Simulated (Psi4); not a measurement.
# BH2F (SMILES BF): B3LYP/6-311++G(3df,3pd) (sweep point 9)

Aim: the vertical electron affinity of BH2F at B3LYP/6-311++G(3df,3pd) (sweep point 9), from 2 runs. 

The results are computed with Psi4 1.11.

### Step 1. The molecule

BH2F: 4 atoms, total charge 0, spin state singlet. As SMILES, `BF`. The coordinates come from a PBE0-D4/def2-TZVP relaxation.

Bond lengths: B1–F2 1.317 Å, B1–H3 1.197 Å, B1–H4 1.198 Å. Angles: F2–B1–H3 117.8°, F2–B1–H4 117.8°, H3–B1–H4 124.4°.

### Step 2. The energy at B3LYP/6-311++G(3df,3pd) (sweep point 9)

The input, input.dat:

```
memory 1.6 GB

molecule {
  0 1
  B     -0.05158952    -0.00755890    -0.05820356
  F      2.00537736    -0.56068174     1.22813301
  H     -1.91334770    -1.22662123     0.35186700
  H      0.06462863     1.68110036    -1.56015789
  units bohr
  symmetry c1
}

set basis 6-311++G(3df,3pd)
set puream true
set scf_type pk
set dft_radial_points 99
set dft_spherical_points 590

energy('b3lyp')
```

On the command line:

```sh
$ psi4 -i input.dat -o output.dat -n 1
```

output.dat:

```text
[...]
  Running in c1 symmetry.
[...]
  Nuclear repulsion =   27.175758523276198
[...]
  Multiplicity = 1
[...]
  Nalpha       = 8
  Nbeta        = 8
[...]
    Number of basis functions: 114
[...]
   @RKS iter   1:  -125.91622217772891   -5.18313e-01   3.48291e-03 DIIS/ADIIS
[...]
   @RKS iter   6:  -125.98029006416206   -7.82697e-07   8.56073e-07 DIIS
[...]
    Orbital Energies [Eh]
    ---------------------
    Doubly Occupied:
       1A    -24.702700     2A     -6.812354     3A     -1.231858
       4A     -0.575975     5A     -0.491072     6A     -0.475455
       7A     -0.457835     8A     -0.337077
[...]
  @RKS Final Energy:  -125.98029006416206
   => Energetics <=
    Nuclear Repulsion Energy =             27.1757585232761976
    One-Electron Energy =                -227.2661182103865372
    Two-Electron Energy =                  86.4655859151518200
    DFT Exchange-Correlation Energy =     -12.3555162922035269
    Empirical Dispersion Energy =           0.0000000000000000
    VV10 Nonlocal Energy =                  0.0000000000000000
    Total Energy =                       -125.9802900641620624
[...]
 Multipole Moments:
 ------------------------------------------------------------------------------------
     Multipole            Electronic (a.u.)      Nuclear  (a.u.)        Total (a.u.)
 ------------------------------------------------------------------------------------
 L = 1.  Multiply by 2.5417464519 to convert [e a0] to [Debye]
 Dipole X            :          1.6323507           -1.8791707           -0.2468200
 Dipole Y            :         -0.4391165            0.5054210            0.0663045
 Dipole Z            :          1.0210242           -1.1752995           -0.1542753
 Magnitude           :                                                    0.2985252
[...]
```

Run time: 13 s. Hardware: 1 thread of AMD EPYC 7R43 (Zen 3), shared host; peak memory 0.65 GiB.

### Step 3. The doublet anion at the same level

The input, bfh2.dat:

```
memory 1600 MB

molecule {
  -1 2
  B     -0.05158952    -0.00755890    -0.05820356
  F      2.00537736    -0.56068174     1.22813301
  H     -1.91334770    -1.22662123     0.35186700
  H      0.06462863     1.68110036    -1.56015789
  units au
  symmetry c1
}

set {
  basis                6-311++G(3df,3pd)
  reference            uks
  puream               true
  scf_type             pk
  dft_radial_points    99
  dft_spherical_points 590
  maxiter              150
}

energy("b3lyp")
```

On the command line:

```sh
$ psi4 -i bfh2.dat -o bfh2.out -n 1
```

bfh2.out:

```text
[...]
  Running in c1 symmetry.
[...]
  Nuclear repulsion =   27.175758523276198
[...]
  Multiplicity = 2
[...]
  Nalpha       = 9
  Nbeta        = 8
[...]
    Number of basis functions: 114
[...]
   @UKS iter   1:  -125.71677562874567   -3.18867e-01   5.48603e-03 DIIS/ADIIS
[...]
   @UKS iter   9:  -125.96077932733516   -1.99500e-08   1.75324e-07 DIIS
[...]
   @S^2 Observed:                7.513495566E-01
[...]
    Orbital Energies [Eh]
    ---------------------
    Alpha Occupied:
       1A    -24.472002     2A     -6.559925     3A     -1.008139
       4A     -0.354704     5A     -0.269042     6A     -0.259303
       7A     -0.231753     8A     -0.112431     9A      0.085802
    Alpha Virtual:
      10A      0.143159    11A      0.156562    12A      0.160753
      13A      0.184775    14A      0.188591    15A      0.194720
      16A      0.324067    17A      0.342366    18A      0.352680
      19A      0.353738    20A      0.381493    21A      0.391956
      22A      0.409621    23A      0.445695    24A      0.472730
      25A      0.474313    26A      0.542008    27A      0.561113
[...]
  @UKS Final Energy:  -125.96077932733516
   => Energetics <=
    Nuclear Repulsion Energy =             27.1757585232761976
    One-Electron Energy =                -230.8918581723594343
    Two-Electron Energy =                  90.2507571524439811
    DFT Exchange-Correlation Energy =     -12.4954368306958976
    Empirical Dispersion Energy =           0.0000000000000000
    VV10 Nonlocal Energy =                  0.0000000000000000
    Total Energy =                       -125.9607793273351604
[...]
 Multipole Moments:
 ------------------------------------------------------------------------------------
     Multipole            Electronic (a.u.)      Nuclear  (a.u.)        Total (a.u.)
 ------------------------------------------------------------------------------------
 L = 1.  Multiply by 2.5417464519 to convert [e a0] to [Debye]
 Dipole X            :          3.0300052           -1.8791707            1.1508346
 Dipole Y            :         -0.8150016            0.5054210           -0.3095806
 Dipole Z            :          1.8950062           -1.1752995            0.7197067
 Magnitude           :                                                    1.3922062
[...]
```

It took 23 s on 1 thread of AMD EPYC 7R43 (Zen 3), shared host; peak memory 0.64 GiB.

### Step 4. Results

Level: B3LYP/6-311++G(3df,3pd) (sweep point 9).

```
                                         quantity          value
                       singlet BH2F: total energy  -125.98029 Eh
                      singlet BH2F: dipole moment         0.76 D
                        singlet BH2F: HOMO energy       -9.17 eV
                        singlet BH2F: LUMO energy       -1.54 eV
                      singlet BH2F: HOMO–LUMO gap        7.63 eV
                      doublet anion: total energy  -125.96078 Eh
doublet anion: HOMO energy (highest over α and β)        2.33 eV
 doublet anion: LUMO energy (lowest over α and β)        3.90 eV
                              doublet anion: ⟨S²⟩          0.751
vertical electron affinity (to the doublet anion)      -0.531 eV
```

What this shows: The anion lies 0.53 eV (12.2 kcal/mol) above the neutral: the electron isn't bound at this level, and such a value depends on the basis. The HOMO (doublet anion) lies at positive energy, 2.33 eV; only total energies tell whether the electron is bound.
